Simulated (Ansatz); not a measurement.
Task: Predict a relaxed structure of P₃⁻, charge -1, singlet, at PBE-D4/def2-TZVPD (Ansatz).

Result: 
```xyz
3

P    -1.841   -0.147    0.669
P     0.000    0.000    0.000
P     1.841    0.147   -0.669
```
Point group D∞h (tolerance 0.1 Å). This is one stationary point.

The structure comes from a short search, and lower isomers may exist.
